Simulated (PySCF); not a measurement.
Problem. Give a PBE0-D3(BJ)/def2-SVP geometry of `FC(F)C1=NC1`.

Solution. 
Z-matrix in Å and degrees, rows numbered from 1:
```
F 
C   1  1.3455
F   2  1.3452  1  108.56
C   2  1.4889  1  109.23  3   119.03
N   4  1.2495  2  139.14  1   118.66
C   4  1.4439  2  152.44  1   -60.75
H   2  1.1038  1  109.31  3  -119.22
H   6  1.0963  4  120.44  5   100.44
H   6  1.0963  4  120.51  5  -100.39
```

The 3-membered ring C4–N5–C6 has internal angles of 49.7° to 68.4°. The 2 C–C bonds span 1.444 Å (C4–C6, drawn single) to 1.489 Å (C2–C4, drawn single), a spread of 0.045 Å. The 2 C–N bonds span 1.250 Å (C4=N5, drawn double) to 1.523 Å (N5–C6, drawn single), a spread of 0.273 Å.

Theory: PySCF, PBE0-D3(BJ)/def2-SVP geometry optimisation, gas phase.

Point group: Cs (every atom within 0.08 Å of its image). Not checked by PBE0-D3(BJ)/def2-SVP frequencies. The numbers are those of one conformer (F1–C2–C4–N5 119°).

The run took 35 s on one thread of an Arm Neoverse V1, no GPU, shared host with 32 logical CPUs at a one-minute load of 32, and the process peaked at 0.40 GiB of memory. That covers the optimisation of the geometry.
